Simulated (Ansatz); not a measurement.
# H2O with HCl: superposition error and deformation

An exercise on one series of results from a longer session: the logs are not shown, and one member is left open.

The runs use Ansatz 0.2.0, Gaussian basis; PBE0-D4 structures, single points in def2-TZVPPD.

Levels: PBE-D4, revPBE-D4, BLYP-D4, r2SCAN-D4, B97M-V, PBE0-D4, B3LYP-D4, HSE06-D4, wB97X-V, wB97M-V, B2PLYP, Hartree-Fock, MP2, CCSD, CCSD(T).

Correlated methods freeze the cores. B3LYP uses VWN-RPA correlation. B2PLYP carries no dispersion term here.

129 further runs of the same task are left out: 129 set aside as unsound or not needed.

**Starting geometry**

The relaxed pair: 5 atoms, charge 0, spin multiplicity 1.

Atoms are counted from 1 here; the program's logs count them from 0.

Bond lengths: O1–H2 0.961 Å, O1–H3 0.961 Å, Cl4–H5 1.304 Å. Angles: H2–O1–H3 106.0°.

As a file:

| atom | x (Å) | y (Å) | z (Å) |
| --- | --- | --- | --- |
| O1 | 0.2762 | 0.1322 | -0.7974 |
| H2 | 0.2899 | -0.7294 | -1.2225 |
| H3 | -0.4132 | 0.6342 | -1.2401 |
| Cl4 | -0.1957 | -0.0719 | 2.2691 |
| H5 | 0.0428 | 0.0348 | 0.9910 |

Atoms 1 to 3 are fragment A (H2O), the rest fragment B (HCl). From earlier runs, pair energy (eV) and counterpoise interaction (meV):

| method | E(pair) | interaction |
| --- | --- | --- |
| PBE-D4 | -14613.15434 | -285 |
| revPBE-D4 | -14617.73972 | -240 |
| BLYP-D4 | -14620.09006 | -244 |
| r2SCAN-D4 | -14618.56935 | -279 |
| B97M-V | -14616.52603 | -260 |
| PBE0-D4 | -14614.15390 | -277 |
| B3LYP-D4 | -14621.14063 | -254 |
| HSE06-D4 | -14613.83997 | -277 |
| wB97X-V | -14617.84467 | -245 |
| wB97M-V | -14618.95198 | -240 |
| B2PLYP | -14615.61258 | -226 |
| Hartree-Fock | -14589.87104 | -138 |
| MP2 | -14602.74619 | -231 |
| CCSD(T) | -14603.87470 | -207 |

First each fragment is run alone in its own basis, frozen in the shape it has in the pair (a, b).

Set-up of the first run:

Input file a/in.yaml:

```yaml
crystal:
  periodic: [false, false, false]
  atoms:
    - {symbol: O, position_ang: [0.276178, 0.132202, -0.797399]}
    - {symbol: H, position_ang: [0.289895, -0.729372, -1.222538]}
    - {symbol: H, position_ang: [-0.413228, 0.634165, -1.240101]}
basis:
  gaussian: {orbitals: "def2-TZVPPD.json"}
hamiltonian: {xc: pbe, dispersion: d4}
```

Input file b/in.yaml:

```yaml
crystal:
  periodic: [false, false, false]
  atoms:
    - {symbol: Cl, position_ang: [-0.195673, -0.071894, 2.269091]}
    - {symbol: H, position_ang: [0.042827, 0.034799, 0.991047]}
basis:
  gaussian: {orbitals: "def2-TZVPPD.json"}
hamiltonian: {xc: pbe, dispersion: d4}
```

The basis file named in the input lies beside it (Basis Set Exchange, JSON).

The same command starts each run, in its folder.

Launch:

```sh
$ ansatz run in.yaml --threads 2 --pin off --events-out ev --progress --plain --max-ram 5222MiB
```

Steps of the session up to this table: PBE-D4/def2-TZVPPD; r2SCAN-D4/def2-TZVPPD; PBE0-D4/def2-TZVPPD; B3LYP-D4/def2-TZVPPD; wB97X-V/def2-TZVPPD; wB97M-V/def2-TZVPPD; B2PLYP/def2-TZVPPD; BLYP-D4/def2-TZVPPD; revPBE-D4/def2-TZVPPD; B97M-V/def2-TZVPPD; HSE06-D4/def2-TZVPPD; CCSD(T)/def2-TZVPPD; Relaxing H2O alone; Relaxing HCl alone.

One of the session's tables, all rows but one given; the rest of the session is left out.

```
      method  interaction with counterpoise (meV)
      PBE-D4                                 -285
   revPBE-D4                                 -240
     BLYP-D4                                 -244
   r2SCAN-D4                                 -279
      B97M-V                                 -260
     PBE0-D4                                 -277
    B3LYP-D4                                 -254
    HSE06-D4                                 -277
     wB97X-V                                 -245
     wB97M-V                                 -240
      B2PLYP                                 -226
Hartree-Fock                                 -138
         MP2                                 -231
        CCSD                                    ?
     CCSD(T)                                 -207
```

Estimate the missing values for CCSD.

**Answer.** interaction with counterpoise (meV): -191. In the column «interaction with counterpoise (meV)» it lies between CCSD(T) (-207) and Hartree-Fock (-138).
